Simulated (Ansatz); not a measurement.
Molecular dynamics of H₅NSi

Input file:

```yaml
crystal:
  periodic: [false, false, false]
  atoms:
    - { symbol: Si, position_ang: [0.004965, -0.008895, 0.06231] }
    - { symbol: "N", position_ang: [0.097182, -0.186912, 1.799298] }
    - { symbol: H, position_ang: [-0.782565, -0.306339, 2.309725] }
    - { symbol: H, position_ang: [0.699544, 0.463709, 2.311583] }
    - { symbol: H, position_ang: [1.410712, -0.035675, -0.472745] }
    - { symbol: H, position_ang: [-0.649148, 1.249097, -0.474121] }
    - { symbol: H, position_ang: [-0.779289, -1.174986, -0.474649] }
basis:
  gaussian: { orbitals: def2-SVP }
hamiltonian:
  xc: pbe
  dispersion: d4
md:
  timestep: 0.5
  n_steps: 166
  ensemble: nve
  temperature: 500.0
  initial_velocities: maxwell_boltzmann
  seed: 308489
```

Run as:

```bash
$ ansatz run input.yaml --threads 1 --pin off --max-ram 2048MiB --backend cpu --events-out ev --progress --plain --runs-dir out
```

It starts from a relaxed structure.

Output, in part (step lines, the closing report, with atoms numbered from 0):

```
md step     0: t =     0.00 fs  T =   500.0 K  F+E_penalty+E_count = -9439.53421327 eV  E_kin = 0.323150 eV  conserved = -9439.21106327 eV  (23 SCF iters)
[... lines left out ...]
Total energy: -9439.35495720 eV, -346.8898964523 hartree
Atom 0 at     0.005137    -0.032360     0.063212 Å, force    -0.376635     1.756467    -0.373430 eV/Å
Atom 1 at     0.061946    -0.156333     1.811195 Å, force    -0.086476    -0.191576    -0.642098 eV/Å
Atom 2 at    -0.620125     0.283789     2.422324 Å, force    -0.190230     0.045407     0.021789 eV/Å
Atom 3 at     0.974085    -0.214675     2.254631 Å, force     0.185872    -0.014549     0.106115 eV/Å
Atom 4 at     1.372066     0.329915    -0.457730 Å, force     0.137259    -0.218872     0.118391 eV/Å
Atom 5 at    -0.868462     1.208369    -0.454316 Å, force     0.463044    -0.980561     0.611108 eV/Å
Atom 6 at    -0.473461    -1.182740    -0.755566 Å, force    -0.132834    -0.396316     0.158125 eV/Å
Dipole moment:     0.058965     0.042528     0.329855 e Å
```

The steps, from the saved trajectory:

```
time (fs)  T (K)  potential energy less start (eV)  conserved less start (meV/atom)
        0    500                             0.000                             0.00
      2.5    359                             0.092                             0.13
        5    238                             0.170                             0.11
      7.5    189                             0.202                             0.13
       10    178                             0.209                             0.07
     12.5    137                             0.236                             0.18
       15    318                             0.118                             0.05
     17.5    380                             0.078                             0.07
       20    295                             0.133                             0.13
     22.5    277                             0.145                             0.10
       25    259                             0.156                             0.07
     27.5    143                             0.232                             0.11
       30    132                             0.239                             0.16
     32.5    283                             0.141                             0.03
       35    254                             0.160                             0.14
     37.5    276                             0.145                             0.10
       40    312                             0.122                             0.09
     42.5    251                             0.162                             0.06
       45    125                             0.243                             0.17
     47.5    204                             0.192                             0.07
       50    200                             0.194                             0.09
     52.5    152                             0.226                             0.15
       55    237                             0.171                             0.08
     57.5    268                             0.150                             0.07
       60    191                             0.201                             0.13
     62.5    226                             0.178                             0.11
       65    276                             0.145                             0.04
     67.5    174                             0.212                             0.15
       70    190                             0.201                             0.10
     72.5    237                             0.170                             0.07
       75    178                             0.209                             0.12
     77.5    196                             0.197                             0.11
       80    287                             0.138                             0.06
     82.5    237                             0.170                             0.09
```

All steps were run. The conserved energy stayed within 0.19 meV per atom of its start (net change 0.094 meV per atom), so the integration is sound. Over the second half the temperature averaged 0.43 of the 500 K drawn at the start: a run that starts near a minimum puts about half its kinetic energy into the potential. A run of 0.083 ps of so small a system gives no equilibrium averages.

The same pairs are bonded in the first frame and the last. Pairs count as bonded within 1.25 times the sum of covalent radii (0.12 Å more for H–H).

Last frame:

```xyz
7
Properties=species:S:1:pos:R:3
Si 0.005 -0.032 0.063
N 0.062 -0.156 1.811
H -0.620 0.284 2.422
H 0.974 -0.215 2.255
H 1.372 0.330 -0.458
H -0.869 1.208 -0.454
H -0.473 -1.183 -0.756
```

The run took 2.5 min on 1 thread of Arm Neoverse V2, on a shared host, peak memory 0.093 GiB.
